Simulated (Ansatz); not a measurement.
Geometry optimisation, RHF/6-31G* in Ansatz 0.2.0.

Input file:

```yaml
crystal:
  periodic: [false, false, false]
  atoms:
    - { symbol: Al, position_ang: [0.323664, 0.009094, 0.018568] }
    - { symbol: C, position_ang: [1.054649, -0.038515, 1.821591] }
    - { symbol: H, position_ang: [0.491752, -0.187257, 2.738543] }
    - { symbol: H, position_ang: [1.82456, -0.807592, 1.772703] }
    - { symbol: H, position_ang: [1.59293, 0.905109, 1.911422] }
    - { symbol: H, position_ang: [1.796795, 0.20493, -0.422211] }
    - { symbol: H, position_ang: [-1.064551, -0.08577, -0.724615] }
basis:
  gaussian: { orbitals: "6-31G*" }
hamiltonian:
  xc: hf
relax:
  f_tol: 0.03
  max_steps: 50
```

Launched with:

```bash
$ ansatz run input.yaml --threads 1 --pin off --max-ram 2048MiB --backend cpu --events-out ev --progress --plain --runs-dir out
```

Problem. Where does it end, and by what steps?

Solution. It converged. After 6 steps the energy has fallen by 0.690 eV; H6 moved furthest, 0.72 Å.

```csv
step,energy less start (eV),largest force component (eV/Å),accepted
0,0.0000,1.787,yes
1,-0.3509,0.829,yes
2,-0.5253,0.371,yes
3,-0.6594,0.200,yes
4,-0.6893,0.121,yes
5,-0.6905,0.034,yes
6,-0.6905,0.007,yes
```

```xyz
7
Properties=species:S:1:pos:R:3
Al 0.566 0.040 -0.009
C 1.092 -0.037 1.890
H 0.251 -0.198 2.558
H 1.811 -0.837 2.066
H 1.584 0.885 2.197
H 1.671 0.246 -1.132
H -0.953 -0.099 -0.454
```

Whether the end is a true minimum wasn't checked by a vibrational analysis.

Time of the run: 4.2 s on 1 thread of Arm Neoverse V1 (shared host), peak memory 0.092 GiB.
